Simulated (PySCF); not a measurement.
A structure optimised at PBE-D3(BJ)/def2-TZVPD, used in a PySCF frequency run:

```xyz
2

N      0.0000     0.0000    -0.6174
O      0.0000     0.0000     0.5402
```
Charge 0, spin multiplicity 2.

Problem. Write its SMILES, formula and point group.

Solution. [N]=O, NO, C∞v

Problem. What are its rotational constants (standard atomic weights)?

Solution. 50.497 GHz (linear rotor, B only)
